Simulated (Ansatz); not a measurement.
Working through a ladder of methods at one geometry of C2H6N2O, SMILES N=C(N)CO

Computed with Ansatz 0.2.0 through its Python package.

At the Python prompt:
```pycon
>>> from pathlib import Path
>>> import ansatz as az
>>> from ase import Atoms
>>> import numpy as np
>>> atoms = Atoms(["N", "C", "N", "C", "O", "H", "H", "H", "H", "H", "H"], positions=[
...     (-0.7793, 0.0841, 1.5522),
...     (-0.0016, -0.1602, 0.5899),
...     (0.5129, -1.4037, 0.5284),
...     (0.425, 0.8451, -0.5205),
...     (-0.0575, 0.2792, -1.7801),
...     (-1.1642, 1.1096, 1.4557),
...     (0.7914, -1.7405, -0.3863),
...     (0.0792, -2.0549, 1.109),
...     (-0.1397, 1.8137, -0.3189),
...     (1.4365, 0.9829, -0.5151),
...     (-1.0373, 0.1876, -1.6938),
... ])
>>> c2h6n2o = az.Crystal.molecule_from_ase(atoms)
>>> base = c2h6n2o.calculation().basis(gaussian="cc-pVDZ")
>>> print("functional    E (Ha)        dipole (D)   HOMO (eV)  LUMO (eV)")
functional    E (Ha)        dipole (D)   HOMO (eV)  LUMO (eV)
>>> for name in ["hse06", "r2scan", "lda", "cam_b3lyp"]:
...     rep = base.functional(name).forces().orbitals().run(runs_dir="runs").report
...     lines = Path(rep["orbitals_path"]).read_text().splitlines()
...     field_of = lambda key: [line.split("=")[1].strip() for line in lines if line.startswith(key)]
...     orbitals = [(27.211386 * float(e), s, float(n)) for e, s, n in zip(field_of("Ene="), field_of("Spin="), field_of("Occup="))]
...     homo = max(e for e, _, n in orbitals if n > 0.5)
...     lumo = min(e for e, _, n in orbitals if n < 0.5)
...     dipole = 4.803205 * np.linalg.norm(rep["charge_distribution"]["dipole_moment_e_ang"])
...     print(f"{name:10s} {rep['free_energy_ev'] / 27.211386246:14.6f} {dipole:9.3f} {homo:11.3f} {lumo:10.3f}")
...
hse06         -264.220523     1.410      -6.167      0.550
r2scan        -264.388611     1.414      -5.509      0.151
lda           -262.354254     1.423      -5.308     -0.299
cam_b3lyp     -264.407089     1.402      -7.915      2.021
```

Reading the output:
- Total energies depend on the basis set; only differences at equal settings carry meaning.
- The geometry is a force-field or estimated start, not a minimum of this method, and the basis set is short of its limit. A lower total doesn't mark the better method: functionals have no common bound, and MP2 and coupled cluster aren't variational.
- Levels such as HOMO and LUMO are orbital energies: with these approximate functionals they aren't the ionisation energy and electron affinity, and their gap isn't the fundamental gap.
- hse06 follows the composition of plane-wave codes, whose totals differ by tens of mHa, up to about 0.1 Ha, from the form usual in Gaussian-basis programs (wpbeh).
- Finished in 12 s on 1 thread of Intel(R) Xeon(R) Processor @ 2.30GHz, with other jobs on the host, peak memory 0.34 GiB.
